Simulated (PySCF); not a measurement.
# [BSiNH5]− (SMILES BN[SiH2-]) at MP2/3-21G

Aim: the vertical singlet–triplet gap of [BSiNH5]− at MP2/3-21G, from 2 runs. Input form: a Python script.

Program for the calculation: PySCF 2.14.0.

## (1) The system as given

[BSiNH5]− has 8 atoms, charge -1, and is taken as a singlet. As SMILES, `BN[SiH2-]`. The shape is that of a GFN2-xTB optimisation. This is one conformer, not always the lowest.

Bond lengths: B1–N2 1.361 Å, N2–Si3 1.805 Å, B1–H4 1.188 Å, B1–H5 1.204 Å, N2–H6 1.011 Å, Si3–H7 1.495 Å, Si3–H8 1.515 Å. Angles: B1–N2–Si3 129.7°, B1–N2–H6 118.1°, Si3–N2–H6 112.1°, N2–B1–H4 120.0°, N2–B1–H5 121.4°, N2–Si3–H7 100.9°, N2–Si3–H8 97.1°, H4–B1–H5 118.6°, H7–Si3–H8 98.7°.

## (2) The energy at MP2/3-21G

job.py

```python
from pyscf import gto, scf, mp

molecule = gto.M(
    atom='''
B       -0.512940       1.034250      -0.713740
N       -0.251440       0.223910       0.347480
Si       0.129150      -1.539690       0.385180
H       -0.507680       0.589930      -1.815460
H       -0.761340       2.202590      -0.564570
H       -0.288020       0.625650       1.274290
H        1.264390      -1.603920      -0.586060
H        0.927900      -1.532720       1.672890
''',
    max_memory=1860,
    verbose=4,
    charge=-1,
    basis='3-21g',
    spin=0,
)

hf = scf.RHF(molecule)
hf.conv_tol = 1e-10
hf.kernel()
if not hf.converged:
    hf = hf.newton().run(hf.mo_coeff, hf.mo_occ)

pt = mp.MP2(hf, frozen=7).run()
etot = pt.e_tot
print('Final energy', etot)
```

Command:

```sh
OMP_NUM_THREADS=1 python job.py
```

The program printed:

```text
PySCF version 2.14.0

[... 62 lines left out ...]
converged SCF energy = -369.003494503151
[... 1 line left out ...]
******** <class 'pyscf.mp.mp2.RMP2'> ********
nocc = 9, nmo = 34
frozen orbitals 7
E(RMP2) = -369.222544734611  E_corr = -0.219050231460834
E(SCS-RMP2) = -369.22864006507  E_corr = -0.225145561919471
E_corr(same-spin) = -0.0435169798079191
E_corr(oppo-spin) = -0.175533251652915
Final energy -369.22254473461135
```

Wall time 0.8 s (1 thread of Arm Neoverse V1, shared host); peak memory 0.12 GiB.

## (3) The triplet

start.xyz

```xyz
8
BH5NSi
B     -0.512940     1.034250    -0.713740
N     -0.251440     0.223910     0.347480
Si     0.129150    -1.539690     0.385180
H     -0.507680     0.589930    -1.815460
H     -0.761340     2.202590    -0.564570
H     -0.288020     0.625650     1.274290
H      1.264390    -1.603920    -0.586060
H      0.927900    -1.532720     1.672890
```

calc.py

```python
from pyscf import gto, mp

mol = gto.M(
    atom='start.xyz',
    basis='3-21g',
    spin=2,
    verbose=4,
    max_memory=1860,
    charge=-1,
)

mf = mol.UHF()
mf.conv_tol = 1e-10
mf.kernel()
if not mf.converged:
    mf = mf.newton().run(mf.mo_coeff, mf.mo_occ)

pt = mp.MP2(mf, frozen=7).run()
e_tot = pt.e_tot
print('E = %.10f Eh' % e_tot)
```

Command:

```sh
OMP_NUM_THREADS=1 python calc.py
```

The program printed:

```text
PySCF version 2.14.0

[... 43 lines left out ...]
WARN: HOMO 0.0659509386819703 >= LUMO -0.14674923568062
[... 86 lines left out ...]
converged SCF energy = -368.857953183168  <S^2> = 2.0126292  2S+1 = 3.0084077
[... 1 line left out ...]
******** <class 'pyscf.mp.ump2.UMP2'> ********
nocc = (np.int64(10), np.int64(8)), nmo = (34, 34)
frozen orbitals 7
E(UMP2) = -369.075634575802  E_corr = -0.217681392634108
E(SCS-UMP2) = -369.079358302925  E_corr = -0.221405119757414
E_corr(same-spin) = -0.0459375593117492
E_corr(oppo-spin) = -0.171743833322359
E = -369.0756345758 Eh
```

Wall time 0.94 s (1 thread of Arm Neoverse V1, shared host); peak memory 0.12 GiB.

## (4) Results

At MP2/3-21G, 7 core orbitals frozen:

| quantity | value |
| --- | --- |
| singlet: total energy | -369.22254 Eh |
| singlet: HOMO energy (Hartree–Fock orbitals) | -1.18 eV |
| singlet: LUMO energy (Hartree–Fock orbitals) | 9.19 eV |
| singlet: HOMO–LUMO gap (to an unbound level, set by the basis) | 10.37 eV |
| singlet: correlation energy (7 core orbitals frozen) | -219.1 mEh |
| triplet: total energy | -369.07563 Eh |
| triplet: HOMO energy (Hartree–Fock orbitals) (highest over α and β) | 2.71 eV |
| triplet: LUMO energy (Hartree–Fock orbitals) (lowest over α and β) | 5.25 eV |
| triplet: correlation energy (7 core orbitals frozen) | -217.7 mEh |
| triplet: ⟨S²⟩ of the reference determinant | 2.013 |
| vertical energy of the triplet above the singlet | 3.998 eV |

At this shape the triplet lies 4.00 eV (92 kcal/mol) above the singlet. For an anion a state so high probably lies above electron detachment. Mulliken charges (singlet) of the mean-field density run from -1.00 on N2 to +0.35 on B1; they depend strongly on the basis. The HOMO (triplet) lies at positive energy, 2.71 eV: the electron is unbound at this level or held by a compact basis; values depend on the basis.
